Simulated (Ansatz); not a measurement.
# B2Si+ (quartet): the correlation ladder, cc-pVDZ

One table from this session's results is given with a row withheld; the runs are named, their logs left out.

Method: cc-pVDZ, core rule «outside noble gas», up to 7 orbitals frozen; program: Ansatz 0.2.0, Gaussian basis.

Plan: UHF; CCSD(T) on ROHF; CCSD(T) on UHF; BCCD(T) on ROHF; CISD as a restricted active space (open shells left free, so some higher excitations enter); CCSDT(Q) on ROHF; CCSDT(Q) on UHF; CASSCF and NEVPT2, 9 electrons in 11 orbitals.

23 further runs of the same task are left out: 12 that didn't finish, 11 set aside as unsound or not needed. Runs told in other sessions of the task aren't counted.

### What is computed

The geometry is a PBE0/def2-TZVP stationary point (not a proven minimum) of the parent state, kept for this charge and spin.

3 atoms, charge 1, spin multiplicity 4.

Atoms are counted from 1 here; the program's logs count them from 0.

Bond lengths: B1–B2 1.543 Å, B2–Si3 1.871 Å. Angles: B1–B2–Si3 180.0°.

Coordinates:

```xyz
3
B2Si
B     0.0000    0.0000   -1.6525
B     0.0000    0.0000   -0.1095
Si    0.0000    0.0000    1.7619
```

The first run:

in.yaml

```yaml
crystal:
  periodic: [false, false, false]
  atoms:
    - {symbol: B, position_ang: [0.000000, 0.000000, -1.652467]}
    - {symbol: B, position_ang: [0.000000, 0.000000, -0.109467]}
    - {symbol: Si, position_ang: [0.000000, 0.000000, 1.761933]}
basis:
  gaussian: {orbitals: cc-pVDZ}
total_charge: 1
magnetization: {spin_polarized: true, initial_magnetization: 3}
hamiltonian: {xc: hf}
output: {orbitals: {seedname: orbitals}}
```

Started as:

```console
$ ansatz run in.yaml --threads 1 --pin off --events-out ev --progress --plain --max-ram 2393MiB
```

Steps of the session up to this table: UHF; CCSD(T) on ROHF; CCSD(T) on UHF; BCCD(T) on ROHF; CISD as a restricted active space (open shells left free, so some higher excitations enter); CCSDT(Q) on ROHF; CCSDT(Q) on UHF; CASSCF and NEVPT2, 9 electrons in 11 orbitals.

One of the session's tables, all rows but one given; the rest of the session is left out.

```
         method  from RCCSDT(Q) (meV)
           ROHF               +5305.4
            UHF               +5222.3
           RMP2                     ?
           UMP2               +1372.9
           CISD                +655.0
          RCCSD                +299.8
          UCCSD                +297.6
       RCCSD(T)                 +80.9
       UCCSD(T)                 +81.5
        BCCD(T)                 +80.2
         RCCSDT                 +17.4
         UCCSDT                 +16.9
      RCCSDT(Q)                     0
      UCCSDT(Q)                  -1.4
CASSCF frontier               +3004.8
NEVPT2 frontier                +802.8
```

Q: Estimate the row for RMP2 from the others.

**Answer.** from RCCSDT(Q) (meV): +1355.6. In the column «from RCCSDT(Q) (meV)» it lies between NEVPT2 frontier (+802.8) and UMP2 (+1372.9).

To keep in mind: Restricted and unrestricted rows rest on different reference determinants; a gap between their highest levels can come from leftover correlation error, from unlike frozen cores or from another state.
